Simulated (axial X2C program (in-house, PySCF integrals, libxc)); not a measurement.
## NaC at several levels of theory in the non-relativistic limit (speed of light times 100)

All values were computed with an in-house relativistic program for diatomic molecules. The Hamiltonian is the X2C one with the speed of light multiplied by 100, which is the non-relativistic limit. Basis: Na dyall-v3z [9s8p4d2f], C dyall-v3z [7s6p2d1f] (cores contracted in-house); Gaussian nuclei, density fitting, unrestricted open shells. Masses: Na 22.990 u, C 12.000 u.

Input:
```json
{"zs": [11, 6], "q": 0, "bas": ["dyall-v3z", "dyall-v3z"], "levels": ["PBE0", "HF", "r2SCAN", "BHandHLYP"], "cc": false, "r0": 2.27, "npts": 10, "nst": 2, "ntry": 6, "opt": {"cfac": 100}}
```
```bash
python so2c.py task.json out
```

Keys: zs atomic numbers; q charge; bas basis sets; levels methods; cc coupled cluster on or off; r0 starting distance in Å; npts points on the curve; nst determinants followed; ntry starts of the search; cfac factor on the speed of light (100 gives the non-relativistic limit). HF also brings MP2.

State, non-rel.: M_S = 3/2, Λ = 0 (beyond evenly filled blocks: σα, π+α, π-α); electrons by block: σα: 6, σβ: 5, π+α: 2, π+β: 1, π-α: 2, π-β: 1. Fragments: Na + C.

```json
{"Hamiltonian": "non-rel.", "level": "PBE0", "Re (Å)": "2.232", "ωe (cm⁻¹)": "435.1", "ωexe (cm⁻¹)": "3.38", "αe (cm⁻¹)": "0.00484", "De (eV)": "2.04", "k (mdyn/Å)": "0.879", "μ (D)": "-7.59"}
{"Hamiltonian": "non-rel.", "level": "HF", "Re (Å)": "2.240", "ωe (cm⁻¹)": "453.9", "ωexe (cm⁻¹)": "2.99", "αe (cm⁻¹)": "0.00433", "De (eV)": "1.31", "k (mdyn/Å)": "0.957", "μ (D)": "-8.51"}
{"Hamiltonian": "non-rel.", "level": "MP2", "Re (Å)": "2.224", "ωe (cm⁻¹)": "450.6", "ωexe (cm⁻¹)": "3.01", "αe (cm⁻¹)": "0.0045", "De (eV)": "1.97", "k (mdyn/Å)": "0.943", "μ (D)": "n/a"}
{"Hamiltonian": "non-rel.", "level": "r2SCAN", "Re (Å)": "2.241", "ωe (cm⁻¹)": "431.6", "ωexe (cm⁻¹)": "n/a", "αe (cm⁻¹)": "0.00478", "De (eV)": "2.21", "k (mdyn/Å)": "0.865", "μ (D)": "-7.64"}
{"Hamiltonian": "non-rel.", "level": "BHandHLYP", "Re (Å)": "2.220", "ωe (cm⁻¹)": "448.1", "ωexe (cm⁻¹)": "3.42", "αe (cm⁻¹)": "0.00477", "De (eV)": "1.71", "k (mdyn/Å)": "0.933", "μ (D)": "-7.85"}
```

Correlated methods: 13 electrons correlated (number of frozen shells: Na 1 s; C 1 s), 191 virtual spin orbitals or spinors in MP2.

Dipoles are positive if C is the positive end.

The state is one determinant whose occupation by symmetry is held fixed; it was picked as the lowest of a PBE0 search that is not exhaustive. De is counted from the lowest determinant-based energies of the atoms at the same level, without counterpoise correction.

Rough cost a point (non-rel.) on 1 thread(s) of a shared host, integrals apart: PBE0 0.25 s, HF 0.13 s, r2SCAN 0.4 s, BHandHLYP 0.28 s.
